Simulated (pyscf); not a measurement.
Homolytic dissociation enthalpies at 298 K of Ge–O, O–Si, O–Sn bonds in 8 gas-phase molecules, in eV. Structures and frequencies: ωB97X-D3(BJ)/def2-SVP in PySCF. Correlated levels are frozen-core, on RHF or UHF. ΔMP2 is the change of the MP2 total energy from the triple- to the quadruple-zeta basis. Both columns use the same structures and thermal terms. Rows were drawn at random from the closed-shell molecules with such a bond whose radicals are computed, keep their shape and have no isomer in the data more than 5 kcal/mol lower.

| row | molecule | radicals | B3LYP-D3(BJ)/def2-TZVP | CCSD(T)/def2-TZVPP + ΔMP2(QZVPP) |
|---|---|---|---|---|
| 1 | HO–Si(OH)(Cl)–Cl | OH• + HO–Si•(Cl)–Cl | 5.48 | 5.77 |
| 2 | HO–GeH(F)–F | OH• + F–GeH•–F | 4.46 | 4.84 |
| 3 | HO–SiH₂–OH | OH• + HO–SiH₂• | 5.48 | 5.70 |
| 4 | H₂B–O–SiH₃ | H₂B–O• + SiH₃• | 4.25 | 4.60 |
| 5 | HO–Si(Cl)(Cl)–Cl | OH• + Cl–Si•(Cl)–Cl | 5.34 | 5.64 |
| 6 | HO–SiH₃ | OH• + SiH₃• | 5.14 | 5.32 |
| 7 | HO–SiH₂–O–SiH₃ | OH• + •H₂Si–O–SiH₃ | 5.47 | 5.70 |
| 8 | HO–SnH(F)–F | OH• + F–SnH•–F | 3.69 | ? |

Problem. Fit a line that carries the B3LYP-D3(BJ) values to the last column and predict row 8.

Solution. In the 7 complete rows the last column lies 0.18 to 0.38 eV from B3LYP-D3(BJ) (mean 0.28, median 0.29). Least squares gives y = 0.79 + 0.90·x with residuals of 0.05 eV (root mean square). For row 8: 0.79 + 0.90 × 3.69 = 4.11 eV, an extrapolation. The computed value is 4.06 eV, 0.05 under the line. The CCSD(T) − MP2 part came from Ansatz, without density fitting, on the same reference. The frozen core leaves the outer d or s,p core shells of the metals and heavy elements correlated in the MP2 and CC values, and def2-TZVPP describes them poorly, which can shift differences by a few kcal/mol. Left out: the spin-orbit lowering of OH. Elements up to Kr have no core potential and no relativistic terms here. Elements past Kr carry the def2 core potentials, without spin-orbit coupling.
